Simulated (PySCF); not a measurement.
# Mayer bond orders and bond lengths

Compound: C₄H₁₀N₂.
Numbering: `[CH2:1]=[CH:2][CH2:3][N:4]([CH3:5])[NH2:6]` (hydrogens: H7, H8 on C1; H9 on C2; H10, H11 on C3; H12, H13, H14 on C5; H15, H16 on N6)

Cartesian coordinates in Å at the GFN2-xTB level; atoms count from 1:
```
atom  x, y, z in Å
C1     2.7815   -0.3148    0.1530
C2     1.6288    0.2884   -0.0619
C3     0.3285   -0.1410    0.5409
N4    -0.7394   -0.1110   -0.4498
C5    -1.9644   -0.7011    0.0572
N6    -0.9186    1.2192   -0.9018
H7     3.6992    0.0396   -0.2844
H8     2.8614   -1.1858    0.7837
H9     1.5570    1.1586   -0.6971
H10    0.0904    0.5288    1.3913
H11    0.4067   -1.1610    0.9220
H12   -2.7174   -0.6800   -0.7318
H13   -1.7765   -1.7378    0.3286
H14   -2.3604   -0.1689    0.9393
H15   -1.4492    1.7802   -0.2253
H16   -1.4352    1.1955   -1.7753
```

Bond orders from the PBE0/pcSseg-1 density (PySCF). Geometry: GFN2-xTB, one conformer, isolated molecule.

Question: How far do the computed orders between heavy atoms stray from the drawn ones?

Answer: The largest departure is 0.064, at C3–N4 (drawn single, 0.936).

Question: Set the Mayer orders of the bonds beside their lengths.

Answer: 
```json
{"bond": "C1–C2", "drawn as": "double", "length (Å)": "1.319", "Mayer order": "2.001"}
{"bond": "C2–C3", "drawn as": "single", "length (Å)": "1.496", "Mayer order": "1.020"}
{"bond": "C3–N4", "drawn as": "single", "length (Å)": "1.457", "Mayer order": "0.936"}
{"bond": "N4–C5", "drawn as": "single", "length (Å)": "1.451", "Mayer order": "0.960"}
{"bond": "N4–N6", "drawn as": "single", "length (Å)": "1.416", "Mayer order": "0.998"}
{"bond": "C1–H7", "drawn as": "single", "length (Å)": "1.077", "Mayer order": "0.955"}
{"bond": "C1–H8", "drawn as": "single", "length (Å)": "1.078", "Mayer order": "0.955"}
{"bond": "C2–H9", "drawn as": "single", "length (Å)": "1.080", "Mayer order": "0.947"}
{"bond": "C3–H10", "drawn as": "single", "length (Å)": "1.108", "Mayer order": "0.931"}
{"bond": "C3–H11", "drawn as": "single", "length (Å)": "1.092", "Mayer order": "0.950"}
{"bond": "C5–H12", "drawn as": "single", "length (Å)": "1.091", "Mayer order": "0.969"}
{"bond": "C5–H13", "drawn as": "single", "length (Å)": "1.088", "Mayer order": "0.960"}
{"bond": "C5–H14", "drawn as": "single", "length (Å)": "1.104", "Mayer order": "0.948"}
{"bond": "N6–H15", "drawn as": "single", "length (Å)": "1.027", "Mayer order": "0.933"}
{"bond": "N6–H16", "drawn as": "single", "length (Å)": "1.015", "Mayer order": "0.952"}
```

By pair of heavy elements: C–C: lowest C2–C3 (1.020, 1.496 Å), highest C1–C2 (2.001, 1.319 Å). C–N: lowest C3–N4 (0.936, 1.457 Å), highest N4–C5 (0.960, 1.451 Å).

Question: Sum the orders of all bonds at each heavy atom with more than one neighbour and set the sums beside the valence in the SMILES.

Answer: C1 3.911 (drawn 4), C2 3.968 (drawn 4), C3 3.837 (drawn 4), N4 2.894 (drawn 3), C5 3.837 (drawn 4), N6 2.883 (drawn 3). Orders between atoms that aren't bonded are not in these sums.

For a closed shell the Mayer order of atoms A and B is Σ (PS)μν (PS)νμ over the basis functions μ on A and ν on B, with P the density and S the overlap matrix.
